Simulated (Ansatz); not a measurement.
# [H···H···SiH], doublet in 6-31G: errors against full CI

Geometry: a point of a hydrogen-transfer path between rigid fragments, not a stationary point.

```
atom    x (Å)    y (Å)   z (Å)
   H  -2.6565   0.0479  0.0000
   H  -1.6515   0.0479  0.0000
  Si   0.1355   0.0479  0.0000
   H   0.5319  -1.4316  0.0000
```

Basis 6-31G; Ansatz 0.2.0. Correlated methods freeze the noble-gas cores, which leaves 7 electrons in 14 orbitals. R marks a restricted (for open shells ROHF) determinant, U an unrestricted one. Active spaces: pair = (3e, 3o) about the gap; valence = (7e, 7o) chosen from the atoms' valence shells.

Full CI is exact within this basis and frozen core; it isn't the basis-set limit. The frozen core follows each run's orbitals, which can shift R against U totals by a few meV.

Unrestricted rows (U) aren't spin-pure: their determinants' ⟨S²⟩ exceeds S(S+1) by up to 0.30, so they mix in states of higher spin. For open shells CISD and CISDTQ are restricted-active-space CI with the open shells as a complete middle space.

```
UHF ⟨S²⟩                          : 1.051
T1 diagnostic (RCCSD)             : 0.0225
largest doubles amplitude (RCCSD) : 0.119
T1 diagnostic (UCCSD)             : 0.0695
```

```tsv
level	E − E(RHF) (eV)
UHF	-0.1123
RMP2	-1.5210
UMP2	-1.4317
RCCSD	-2.2543
UCCSD	-2.2390
RCCSD(T)	-2.2789
UCCSD(T)	-2.2743
```

Question: Estimate how far full CI in 6-31G lies from RCCSD(T). The table doesn't fix it; the size of (T) and the diagnostics are the guide.

Answer: Full CI in 6-31G lies 1.3 kJ/mol below RCCSD(T), which is 55 % of the (T) step (-2.4 kJ/mol). The diagnostics give no warning, yet the rest is a sizeable part of (T).

The other levels:

| level | E − E(full CI) (kJ/mol) | share of correlation (%) | wall time |
| --- | --- | --- | --- |
| CISD | 12.6 | 94.30 | 0.33 s |
| BCCD(T) | 1.3 | 99.41 | 0.78 s |
| RCCSDT | 0.2 | 99.93 | – |
| UCCSDT | 0.2 | 99.92 | – |
| CISDTQ | 0.2 | 99.91 | 0.78 s |
| RCCSDT(Q) | 0.1 | 99.98 | 2.3 s |
| UCCSDT(Q) | 0.0 | 99.99 | 3.1 s |
| RCCSDTQ | 0.0 | 100.00 | 12 s |
| UCCSDTQ | 0.0 | 100.00 | 14 s |
| CASSCF (pair space) | 152.1 | 31.23 | – |
| NEVPT2 (pair space) | 54.8 | 75.21 | 0.24 s |
| MRCISD (pair space) | 7.4 | 96.65 | – |
| MRCISD+Q (pair space) | -1.9 | 100.85 | 0.42 s |
| CASSCF (valence space) | 58.7 | 73.48 | – |
| NEVPT2 (valence space) | 17.7 | 92.02 | 1.2 s |
| NEVPT4(SD) (valence space) | 3.3 | 98.49 | 1.5 s |
| MRCISD (valence space) | 1.9 | 99.13 | – |
| MRCISD+Q (valence space) | 1.0 | 99.56 | 1.6 s |

The correlation energy at full CI, counted from RHF, is -2.293 eV. That run took 1.5 s on 1 thread of Arm Neoverse V1, shared host over 176,132 determinants.

Times hold each run's SCF and search for its determinant on a shared host, so for small cases they say little of a method's own cost; they ran on 1 thread of Arm Neoverse V1.

More than 5 meV below full CI, which no variational method can be: MRCISD+Q (pair space).

The full-CI state has the irrep A'' of Cs, in the program's axes.

Natural occupations of full CI about the gap: 1.969 1.959 1.890 0.996 0.100 0.036 0.025 0.007 0.006 0.005; effectively unpaired electrons, Σ n²(2−n)², 1.10.
